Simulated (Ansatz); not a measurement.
**C2F (sextet): wave-function methods side by side, cc-pVTZ**

An exercise on one series of results from a longer session: the logs are not shown, and one member is left open.

Computed with Ansatz 0.2.0, Gaussian basis. Level: cc-pVTZ, core rule «outside noble gas», up to 3 orbitals frozen.

To be run: UHF; CCSD(T) on ROHF; CCSD(T) on UHF; BCCD(T) on ROHF; CCSDT(Q) on ROHF; CCSDT(Q) on UHF.

8 further runs of the same task are left out: 3 for a known fault of the program, 5 set aside as unsound or not needed. Runs told in other sessions of the task aren't counted.

## The geometry

The geometry is a PBE0/def2-TZVP stationary point (not a proven minimum) of the parent state, kept for this charge and spin.

3 atoms, charge 0, spin multiplicity 6.

Atoms are counted from 1 here; the program's logs count them from 0.

Bond lengths: C1–C2 1.444 Å, C2–F3 1.292 Å. Angles: C1–C2–F3 117.8°.

Set-up of the first run:

The input, in.yaml:

```yaml
crystal:
  periodic: [false, false, false]
  atoms:
    - {symbol: C, position_ang: [0.000000, -0.230648, 1.382426]}
    - {symbol: C, position_ang: [0.000000, 0.503978, 0.138719]}
    - {symbol: F, position_ang: [0.000000, -0.172798, -0.961661]}
basis:
  gaussian: {orbitals: cc-pVTZ}
magnetization: {spin_polarized: true, initial_magnetization: 5}
hamiltonian: {xc: hf}
output: {orbitals: {seedname: orbitals}}
```

On the command line:

```console
$ ansatz run in.yaml --threads 1 --pin off --events-out ev --progress --plain --max-ram 4096MiB --backend cpu
```

Steps of the session up to this table: UHF; CCSD(T) on ROHF; CCSD(T) on UHF; BCCD(T) on ROHF; CCSDT(Q) on ROHF; CCSDT(Q) on UHF.

One of the session's tables, all rows but one given; the rest of the session is left out.

| method | from UCCSDT(Q) (meV) |
| --- | --- |
| ROHF | +12055.5 |
| UHF | +11929.6 |
| RMP2 | +960.0 |
| UMP2 | ? |
| RCCSD | +419.3 |
| UCCSD | +415.8 |
| RCCSD(T) | +39.0 |
| UCCSD(T) | +37.1 |
| BCCD(T) | +35.7 |
| RCCSDT | +16.0 |
| UCCSDT | +13.7 |
| RCCSDT(Q) | +7.1 |
| UCCSDT(Q) | 0 |

Estimate the missing values for UMP2.

As computed: from UCCSDT(Q) (meV): +958.4. In the column «from UCCSDT(Q) (meV)» it lies between RCCSD (+419.3) and RMP2 (+960.0).

To keep in mind: Restricted and unrestricted rows rest on different reference determinants; a gap between their highest levels can come from leftover correlation error, from unlike frozen cores or from another state.
